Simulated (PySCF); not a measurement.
## What binds to fluoride, and how strongly

Gas-phase complexes of fluoride (charge -1), each in one structure from a short search with a few starts, optimised by PBE0-D3(BJ)/def2-SVPD or PBE0-D3(BJ)/def2-TZVPD; other ways of binding may lie lower. Energies in kcal/mol, wB97M-D3(BJ)/def2-TZVPD, counterpoise-corrected (PySCF): interaction is complex less parts frozen as they stand in it, binding adds what it costs to deform them. Contacts are written partner···fluoride; electrostatic, Pauli and orbital are terms of the uncorrected same energy, whose rest is dispersion or correlation.

1 other partner is left out, for which the search missed the form known or expected to bind best.

Frequency runs check only 4 of the 7 structures; these show no clear imaginary mode.

(1) Order these partners of fluoride by binding energy, strongest first: carbon dioxide, fluoromethane, hydrogen fluoride, sulfur dioxide, sulfur difluoride, K+, PH2F.

Results:

(1) K+ (-135.2), sulfur dioxide (-53.2), sulfur difluoride (-46.1), hydrogen fluoride (-43.9), PH2F (-42.6), carbon dioxide (-32.2), fluoromethane (-13.1).
```json
{"partner": "K+", "contact": "K···F", "distance (Å)": "2.22", "binding": "-135.2", "interaction": "-135.2", "electrostatic": "-165.1", "Pauli": "45.7", "orbital": "-15.8"}
{"partner": "sulfur dioxide", "contact": "S···F", "distance (Å)": "1.74", "binding": "-53.2", "interaction": "-56.1", "electrostatic": "-169.7", "Pauli": "263.0", "orbital": "-148.8"}
{"partner": "sulfur difluoride", "contact": "S···F", "distance (Å)": "1.81", "binding": "-46.1", "interaction": "-60.5", "electrostatic": "-131.6", "Pauli": "188.4", "orbital": "-116.9"}
{"partner": "hydrogen fluoride", "contact": "H···F", "distance (Å)": "1.14", "binding": "-43.9", "interaction": "-64.4", "electrostatic": "-72.4", "Pauli": "76.5", "orbital": "-68.3"}
{"partner": "PH2F", "contact": "P···F", "distance (Å)": "1.82", "binding": "-42.6", "interaction": "-55.6", "electrostatic": "-127.7", "Pauli": "179.2", "orbital": "-106.6"}
{"partner": "carbon dioxide", "contact": "C···F", "distance (Å)": "1.47", "binding": "-32.2", "interaction": "-71.6", "electrostatic": "-167.6", "Pauli": "263.8", "orbital": "-167.2"}
{"partner": "fluoromethane", "contact": "H···F", "distance (Å)": "1.72", "binding": "-13.1", "interaction": "-14.1", "electrostatic": "-22.2", "Pauli": "23.3", "orbital": "-14.7"}
```
